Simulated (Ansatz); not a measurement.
Geometry optimisation, Ansatz, RKS r2SCAN-D4/def2-SVP.

Input file:

```yaml
crystal:
  periodic: [false, false, false]
  atoms:
    - { symbol: B, position_ang: [-0.213304, 0.459115, -0.316823] }
    - { symbol: H, position_ang: [-0.09359, -0.137045, 2.004964] }
    - { symbol: H, position_ang: [0.823821, -0.113961, -0.548758] }
    - { symbol: O, position_ang: [-1.436346, -0.120951, -0.463961] }
    - { symbol: H, position_ang: [-1.377358, -1.035021, -0.760634] }
    - { symbol: O, position_ang: [-0.142504, 1.780848, 0.078678] }
    - { symbol: H, position_ang: [-1.028442, 2.14004, 0.231237] }
    - { symbol: H, position_ang: [0.066423, 0.556575, 1.920197] }
basis:
  gaussian: { orbitals: def2-SVP }
hamiltonian:
  xc: r2scan
  dispersion: d4
relax:
  f_tol: 0.03
  max_steps: 50
output:
  orbitals: {}
```

Launched with:

```bash
$ ansatz run input.yaml --threads 1 --pin off --max-ram 2048MiB --backend cpu --events-out ev --progress --plain --runs-dir out
```

Task: Where does it end, and by what steps?

Result: It converged. The force dipped under the threshold on the way, but the program's further checks kept it going. After 20 steps the energy has fallen by 0.211 eV; H2 moved furthest, 1.45 Å.

| step | energy less start (eV) | largest force component (eV/Å) | accepted |
| --- | --- | --- | --- |
| 0 | 0.0000 | 1.691 | yes |
| 1 | -0.1357 | 0.423 | yes |
| 2 | -0.1760 | 0.243 | yes |
| 3 | -0.1894 | 0.184 | yes |
| 4 | -0.1888 | 0.506 | no |
| 5 | -0.1929 | 0.149 | yes |
| 6 | -0.1969 | 0.049 | yes |
| 7 | -0.1931 | 0.491 | no |
| 8 | -0.1991 | 0.023 | yes |
| 9 | -0.2008 | 0.093 | yes |
| 10 | -0.2020 | 0.220 | yes |
| 11 | -0.2041 | 0.119 | yes |
| 12 | -0.2050 | 0.256 | yes |
| 13 | -0.2057 | 0.265 | yes |
| 14 | -0.2080 | 0.140 | yes |
| 15 | -0.2089 | 0.028 | yes |
| 16 | -0.2094 | 0.052 | yes |
| 17 | -0.2097 | 0.134 | yes |
| 18 | -0.2101 | 0.080 | yes |
| 19 | -0.2105 | 0.003 | yes |
| 20 | -0.2108 | 0.013 | yes |

```xyz
8
Properties=species:S:1:pos:R:3
B -0.293 0.368 -0.677
H 0.202 0.378 3.331
H 0.719 -0.144 -1.098
O -1.540 -0.066 -1.019
H -1.523 -0.819 -1.619
O -0.169 1.423 0.168
H -1.035 1.758 0.442
H 0.238 0.631 2.616
```

Whether the end is a true minimum wasn't checked by a vibrational analysis.

Run time: 49 s on 1 thread of Arm Neoverse V1, on a shared host, peak memory 0.12 GiB.
